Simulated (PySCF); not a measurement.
# A diatomic session: SiP

What are the lowest state that PBE0 finds, the bond length, vibrational wavenumber and bond energy of SiP, and how much do these hang on the method?

Computed with PySCF 2.14.0. Level: Si def2-TZVPPD, P def2-TZVPPD, no relativity.

### Step 1. Input

The job is set up so:

| Item | Value |
| --- | --- |
| atoms | Si, P |
| charge | 0 |
| basis | Si def2-TZVPPD, P def2-TZVPPD |
| Hamiltonian | no relativity |
| basis functions | 96 |
| electrons treated | 29 |
| masses in u | 27.9769, 30.9738 |
| levels | PBE0, PBE, r²SCAN, BHandHLYP, BLYP, PBEsol, M06-2X, M06-L, LC-ωPBE, HF, MP2, SCS-MP2, CCSD, CCSD(T) |
| grid | 80 radial by 434 angular points |
| occupations | held fixed by the projection of orbital angular momentum |
| dissociation limit | Si + P, each in its ground configuration |
| starting distance in angstrom | 2.180 |
| values of 2S to try | 1, 3, 5 |

On the command line:

```console
$ OMP_NUM_THREADS=2 python dia.py task.json out
```

Further steps of the session: PBE0 along the bond; Excited determinants; PBE (GGA); r²SCAN; BHandHLYP (global hybrid GGA); BLYP (GGA); PBEsol (GGA); M06-2X (hybrid meta-GGA); M06-L; LC-ωPBE (range-separated hybrid); ROHF (mean field); Correlated methods on the Hartree–Fock reference.

**Question.** What will these runs give? Wanted: for each run, Re; ωe; De; μ.

As calculated:

Lowest PBE0 solution found, without spin–orbit coupling: ²Π (doublet), unpaired electrons π ↑. State 2 has its PBE0 minimum 0.14 eV higher. State 3 has its PBE0 minimum 1.73 eV higher. State 4 has its PBE0 minimum 3.18 eV higher. The other levels ran on the lowest alone.

```csv
level,Re (Å),ωe (cm⁻¹),De (eV),μ (D)
ROHF,2.044,692,1.54,-1.24
ROHF-MP2,2.079,630,3.40,n/a
ROHF-SCS-MP2,2.078,631,3.45,n/a
ROHF-CCSD,2.074,638,3.18,n/a
ROHF-CCSD(T),2.088,613,3.43,n/a
PBE,2.095,603,3.99,-0.81
PBEsol,2.088,610,4.23,-0.78
BLYP,2.103,587,3.94,-0.88
r²SCAN,2.078,628,3.75,-0.80
M06-L,2.073,637,3.95,-0.89
PBE0,2.069,642,3.71,-0.91
BHandHLYP,2.053,665,3.45,-1.07
M06-2X,2.059,655,3.94,-1.01
LC-ωPBE,2.034,696,3.38,-1.01
```

De is counted to Si + P in their ground configurations. A positive dipole means Si(−)P(+).

Differences from CCSD(T) in the same basis:

```csv
level,Re (mÅ),ωe (%)
ROHF,-44,+13.0
ROHF-MP2,-9,+2.8
ROHF-SCS-MP2,-10,+3.1
ROHF-CCSD,-15,+4.2
PBE,+6,-1.5
PBEsol,0,-0.4
BLYP,+15,-4.2
r²SCAN,-11,+2.6
M06-L,-15,+4.1
PBE0,-19,+4.7
BHandHLYP,-35,+8.6
M06-2X,-29,+7.0
LC-ωPBE,-54,+13.6
```

What this shows: Judged by CCSD(T) in the same basis: best bond length PBEsol (0 mÅ), worst LC-ωPBE (-54 mÅ); best wavenumber PBEsol (-0.4 %), worst LC-ωPBE (+13.6 %). Hartree–Fock makes the bond too short and too stiff against this reference, as it mostly does. PBE gives a bond that is too long and too soft, as GGAs tend to. Among the levels with a De in the table, it runs from 1.54 eV (ROHF) to 4.23 eV (PBEsol).

Correlated steps freeze 10 core orbitals.
